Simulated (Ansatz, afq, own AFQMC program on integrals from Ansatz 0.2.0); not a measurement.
AFQMC on a folder of integrals that Ansatz 0.2.0 wrote.

```yaml
crystal:
  periodic: [false, false, false]
  atoms:
    - {symbol: F, position_ang: [0.000000, 0.000000, 0.000000]}
basis:
  gaussian: {orbitals: aug-cc-pVTZ}
magnetization: {spin_polarized: true, initial_magnetization: 3}
correlation: {method: ccsd_t, electrons: outside_noble_gas, hamiltonian_folder: ham}
```

```sh
$ ansatz run in.yaml --threads 1 --pin off --events-out ev --progress --plain --max-ram 24576MiB --backend cuda --devices 0, --max-vram 18GiB
```

Options of the walk:

```
--method free --trial cisd --walkers 4000 --time-step 0.03 --max-blocks 4000 --target-error 0.00032 --factor-cut 1e-05 --seed 1885 --times 0,0.3,0.6,1.2,1.8,2.4,3.6,4.8,6 --taylor-order 8
```

Times are imaginary, in 1/Eh. The walk had a cap of 69 s.

afq prints:

```
orbitals 45  electrons 5 2  factors 288 of 290
reference energy -98.95407111 Eh
CCSD correlation -0.17176047 Eh in 8 cycles, weight of the determinant in the CISD state 0.9688
repeat  energy at the last time / Eh  error
    10  -99.128902  0.000141
    20  -99.128976  0.000088
time / (1/Eh)  energy / Eh  error  mean overlap
  0.00  -99.125838  0.000005  1.0322
  0.30  -99.128676  0.000015  1.0286
  0.60  -99.128931  0.000017  1.0267
  1.20  -99.129029  0.000017  1.0202
  1.80  -99.129057  0.000018  1.0166
  2.40  -99.129068  0.000032  1.0090
  3.60  -99.129109  0.000037  0.9905
  4.80  -99.129030  0.000051  0.9842
  6.00  -99.129021  0.000069  0.9754
energy -99.129021 +/- 0.000069 Eh
```

The run passed its tests (error under three times the target), which doesn't prove that it has relaxed, ending at its cap on processor time.

Against this walk (error 1.9 meV) on the same determinant: CCSD(T) 7.7 meV higher, CCSDT(Q) 0.8 meV lower (within the noise). The error is statistical, and a free projection of finite length keeps a remainder of its start.

Cautions: remainder of the start not in the error; another spin lies lower (by 13.58 eV).

The walk took 69 s on 1 × NVIDIA H100 80GB HBM3 with 2 threads of AMD EPYC 7R13 Processor (Zen 3), with other jobs on the host (the card was shared). The log's last line is the free-projection energy.

CCSDT and higher add their correlation energy to the determinant of the CCSD(T) run, since their own runs factorise the integrals more tightly (a shift of under 2 meV). A walk keeps the symmetry of its determinant, which the program's search chose and which needn't be the lowest solution, so a lower state of the same spin and another symmetry isn't excluded.
